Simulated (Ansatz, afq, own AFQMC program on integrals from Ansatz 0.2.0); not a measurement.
Atomization energy of CH$_{5}$N, singlet

```yaml
atoms:
  - { symbol: C, position_ang: [-0.4663, -0.1354, -0.2785] }
  - { symbol: N, position_ang: [0.8042, 0.3952, 0.1655] }
  - { symbol: H, position_ang: [-0.9914, -0.8112, 0.4296] }
  - { symbol: H, position_ang: [-0.3295, -0.6948, -1.2179] }
  - { symbol: H, position_ang: [-1.1570, 0.6919, -0.5080] }
  - { symbol: H, position_ang: [1.4513, -0.3615, 0.3768] }
  - { symbol: H, position_ang: [0.6887, 0.9158, 1.0325] }
```

Atoms in their ground-state spins without spin–orbit coupling (mostly on UHF) minus the molecule (RHF), without zero-point energy. The geometry is a stationary point, not shown to be a minimum.

Basis def2-TZVP. Only valence electrons are correlated. Ansatz 0.2.0 and our own AFQMC program on the same integrals; the CISD trial comes from CCSD amplitudes, and released means the phaseless constraint is let go. Uncertainties: one standard error, sampling alone. The errors of all members are added in quadrature.

No full CI on the walks' own integrals is used here; CCSDT(Q) serves as the reference and is uncertain by about the last step of the cluster series. Each member takes its own surest rung, up to full CI.

The best estimate is CCSD(T) at the basis-set limit (CBS: def2-TZVPP and def2-QZVPP, with their diffuse functions for anions and beside diffuse sets, CCSD(T) itself extrapolated) plus the step from CCSD(T) to CCSDT(Q) in def2-TZVP. Rows without CBS are in def2-TZVP; B2PLYP and the wave-function rows carry a basis error of their own. Core correlation and relativity beyond core potentials are missing, and ± holds the sampling alone.

Cautions: CH₅N (singlet): the released energies are still falling, so no released level is given (meV from the phaseless value at times in 1/Eh: -6 ± 6 at 0.24, -5 ± 3 at 0.51, 1 ± 5 at 0.99, -11 ± 7 at 1.62, -22 ± 10 at 2.40), though the last usable value meets CCSDT(Q) within the noise; other spins of the molecule weren't checked.

Best estimate: 2431.8 kJ/mol.

```json
{"level": "HF", "atomization energy (kJ/mol)": "1730.3", "error against the best estimate (kJ/mol)": "-701.5"}
{"level": "MP2", "atomization energy (kJ/mol)": "2330.6", "error against the best estimate (kJ/mol)": "-101.2"}
{"level": "CCSD", "atomization energy (kJ/mol)": "2304.1", "error against the best estimate (kJ/mol)": "-127.7"}
{"level": "CCSD(T)", "atomization energy (kJ/mol)": "2329.2", "error against the best estimate (kJ/mol)": "-102.7"}
{"level": "CCSDT", "atomization energy (kJ/mol)": "2328.2", "error against the best estimate (kJ/mol)": "-103.7"}
{"level": "CCSDT(Q)", "atomization energy (kJ/mol)": "2329.4", "error against the best estimate (kJ/mol)": "-102.4"}
{"level": "ph-AFQMC/CISD", "atomization energy (kJ/mol)": "2329.8 ± 0.6", "error against the best estimate (kJ/mol)": "-102.0 ± 0.6"}
{"level": "HF/CBS", "atomization energy (kJ/mol)": "1742.0", "error against the best estimate (kJ/mol)": "-689.9"}
{"level": "MP2/CBS", "atomization energy (kJ/mol)": "2440.0", "error against the best estimate (kJ/mol)": "8.2"}
{"level": "CCSD(T)/CBS", "atomization energy (kJ/mol)": "2431.6", "error against the best estimate (kJ/mol)": "-0.2"}
{"level": "PBE", "atomization energy (kJ/mol)": "2463.1", "error against the best estimate (kJ/mol)": "31.3"}
{"level": "r2SCAN", "atomization energy (kJ/mol)": "2411.6", "error against the best estimate (kJ/mol)": "-20.3"}
{"level": "PBE0", "atomization energy (kJ/mol)": "2422.4", "error against the best estimate (kJ/mol)": "-9.4"}
{"level": "B3LYP", "atomization energy (kJ/mol)": "2432.7", "error against the best estimate (kJ/mol)": "0.9"}
{"level": "wB97M-V", "atomization energy (kJ/mol)": "2433.8", "error against the best estimate (kJ/mol)": "2.0"}
{"level": "B2PLYP", "atomization energy (kJ/mol)": "2398.2", "error against the best estimate (kJ/mol)": "-33.6"}
```

Correlation beyond CCSD(T) changes it by less than 2 meV. Going to the basis-set limit adds 102.5 kJ/mol at CCSD(T). The perturbative (T) step is worth +25.1 kJ/mol. The functionals spread over 64.9 kJ/mol; B3LYP and wB97M-V come nearest and B2PLYP is 33.6 kJ/mol too low.

Best estimates are given only where the step beyond CCSD(T) is under 0.3 eV and no member's determinant is very poor (T1 over 0.05, or 0.07 for open shells, ⟨S²⟩ too high by 0.3, two states mixed), so the hardest cases are missing from such tables.

The functionals ran in a triple-zeta set and keep a basis error of their own, a few kJ/mol for each bond in atomization energies and more for double hybrids, so close places among them and the extrapolated levels can swap.

CCSDT and higher add their correlation energy to the determinant of the CCSD(T) run, since their own runs factorise the integrals more tightly (a shift of under 2 meV). Each member of a difference takes its own highest rung, so a best estimate needn't equal the limit plus the step of one row.
